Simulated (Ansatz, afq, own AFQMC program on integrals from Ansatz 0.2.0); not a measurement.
## AlSiH$_{2}$, doublet: AFQMC among the cluster methods

```xyz
4

Si   -0.0563    0.0000    1.1568
Al    0.0305    0.0000   -1.3507
H     0.3768   -1.1894    1.9627
H     0.3768    1.1894    1.9627
```

Connectivity, by distances: SiH2–Al.

Basis cc-pVDZ. Only valence electrons are correlated. Ansatz 0.2.0 and our own AFQMC program on the same integrals; the CISD trial comes from CCSD amplitudes, and released means the phaseless constraint is let go. Free projection: walkers drawn from exp(T), propagated without any constraint. Its projection time is finite, and what remains of the start isn't in its error. ± is one standard error of the sampling.

Determinant: ROHF, the one that the program's search chose, which needn't be the lowest solution. The geometry is a point of a scan.

No full CI on the walks' own integrals is used here; CCSDT(Q) serves as the reference and is uncertain by about the last step of the cluster series.

Cautions: higher spins were not checked; a spin-contaminated unrestricted determinant lies lower (UHF 188 meV lower, ⟨S²⟩ 0.98); the released energies move by 1.5 errors or more from one time to the next, so no released level is given (meV from the phaseless value at times in 1/Eh: -4 ± 10 at 0.24, -9 ± 8 at 0.51, -4 ± 8 at 0.99, -15 ± 11 at 1.62, 22 ± 12 at 2.40).

```
T1 diagnostic                               : 0.0383
weight of the determinant in the CISD state : 0.841
size of the correlated space                : 9 electrons in 36 orbitals
```

Reference: CCSDT(Q), correlation energy -4.916 eV.

```json
{"level": "HF", "E − E(reference) (kJ/mol)": "474.3", "share of correlation (%)": "0.00"}
{"level": "MP2", "E − E(reference) (kJ/mol)": "120.9", "share of correlation (%)": "74.50"}
{"level": "CCSD", "E − E(reference) (kJ/mol)": "18.0", "share of correlation (%)": "96.20"}
{"level": "CCSD(T)", "E − E(reference) (kJ/mol)": "4.5", "share of correlation (%)": "99.06"}
{"level": "CCSDT", "E − E(reference) (kJ/mol)": "0.8", "share of correlation (%)": "99.84"}
{"level": "ph-AFQMC/CISD", "E − E(reference) (kJ/mol)": "1.2 ± 1.0", "share of correlation (%)": "99.74"}
{"level": "free AFQMC", "E − E(reference) (kJ/mol)": "0.9 ± 2.5", "share of correlation (%)": "99.81"}
```

Free projections are given only where their last times agree within the noise and don't stop above the reference; a slow remainder of the start can still hide under it. A walk keeps the symmetry of its determinant, which the program's search chose and which needn't be the lowest solution, so a lower state of the same spin and another symmetry isn't excluded.
